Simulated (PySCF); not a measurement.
Quadrupolar nuclei of `C=PCO` in NMR

C2H5OP.
SMILES with atom numbers: `[CH2:1]=[P:2][CH2:3][OH:4]` (hydrogens: H5, H6 on C1; H7, H8 on C3; H9 on O4)

Structure used (GFN2-xTB), in Å, numbered top down from 1:
```xyz
9
C2H5OP angstrom
C      1.593   -0.339   -0.265
P      0.823    0.922   -1.023
C     -0.971    0.635   -0.481
O     -1.244   -0.626    0.054
H      1.082   -1.050    0.365
H      2.655   -0.466   -0.384
H     -1.622    0.862   -1.338
H     -1.194    1.363    0.305
H     -1.107   -1.294   -0.627
```

Computed at PBE0/pcSseg-1 (PySCF, non-relativistic):

| atom | environment | nucleus | spin I | Q (b) | CQ = χzz (MHz) | η |
| --- | --- | --- | --- | --- | --- | --- |
| O4 | alcohol oxygen | 17O | 5/2 | -0.0256 | 11.608 | 0.950 |

**Question.** At 7.05 T, set νQ = 3|CQ|/[2I(2I − 1)] beside the Larmor frequency (|g| × 7.62259 MHz/T × B; g(17O) = −0.75752), and give PQ = |CQ|√(1 + η²/3).

**Answer.** 
| atom | PQ (MHz) | νQ (MHz) | ν0 (MHz) | νQ/ν0 |
| --- | --- | --- | --- | --- |
| O4 | 13.24 | 1.741 | 40.71 | 0.043 |

For O4: PQ = 11.61 × 1.1406, νQ = 11.61 × 0.1500, ν0 = 5.7742 MHz/T × 7.05 T.

**Question.** For half-integer spins with νQ below a tenth of ν0, find the second-order shift of the centre of gravity of the central transition at 7.05, 14.1 and 18.8 T.

**Answer.** δ = −(3/40)(PQ/ν0)² [I(I + 1) − 3/4]/[I²(2I − 1)²], in ppm:

| site | 7.05 T | 14.1 T | 18.8 T |
| --- | --- | --- | --- |
| 17O at O4 | -635 | -159 | -89.3 |

**Question.** Quadrupolar 1/T1 and linewidth for τc = 3 ps (extreme narrowing, isotropic tumbling)?

**Answer.** Rate = (3π²/10) PQ² τc (2I + 3)/[I²(2I − 1)], the same for T1 and T2; width = rate/π.

```json
{"site": "17O at O4", "spin factor (2I + 3)/[I²(2I − 1)]": "0.320", "1/T1 (s⁻¹)": "498", "T1 (ms)": "2.01", "linewidth (Hz)": "159"}
```

The structure is a single GFN2-xTB conformer in the gas phase; no vibrational or solvent corrections. GFN2-xTB bond lengths can be off by several hundredths of an ångström, more for odd bonds, and the gradients follow them. With so small a basis the couplings can be 20 % off.
